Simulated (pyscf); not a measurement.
F–Bi(F)–F + H₂O -> HO–Bi(F)–F + HF (four-centre exchange; singlet surface; Bi–F, H–O broken, Bi–O, F–H formed). Single points on ωB97X-D3(BJ)/def2-SVP structures (PySCF, gas phase). Energies in kJ/mol from the separated reactants.

```tsv
level	barrier	reaction energy
ωB97X-D3(BJ)/def2-TZVP	-1.2	+27.6
PBE/def2-TZVP	-4.9	+33.2
B3LYP-D3(BJ)/def2-TZVP	0.7	+30.3
PBE0-D3(BJ)/def2-TZVP	-3.2	+27.6
M06-2X/def2-TZVP	___	___
HF/def2-TZVP	___	+28.7
```

Q: What belongs in the gaps?

A: 
- M06-2X/def2-TZVP, barrier: -7.1
- M06-2X/def2-TZVP, reaction energy: +23.6
- HF/def2-TZVP, barrier: 54.5

On the reactant side the descent ends in an adduct with a Bi–O contact, 60.2 kJ/mol under the separated species and 59.0 kJ/mol under the saddle at ωB97X-D3(BJ)/def2-TZVP. On the product side the descent ends in a bound adduct, 50.4 kJ/mol under the separated species and 21.7 kJ/mol under the saddle at ωB97X-D3(BJ)/def2-TZVP. At ωB97X-D3(BJ)/def2-TZVP, PBE, PBE0-D3(BJ), M06-2X the saddle lies under the separated reactants, which points to a path from their complex (located at ωB97X-D3(BJ) alone). At ωB97X-D3(BJ)/def2-TZVP, PBE, B3LYP-D3(BJ), PBE0-D3(BJ), M06-2X the saddle lies under the separated products, which points to a path from their complex (located at ωB97X-D3(BJ) alone), and parting the products costs more than the saddle. What is counted as formed (Bi–O) is already present as a longer contact in the reactant adduct; forming that adduct is a step of its own. This is the saddle that the search found; another between the same sides may lie lower. Elements past Kr carry the def2 core potentials, without spin-orbit coupling.
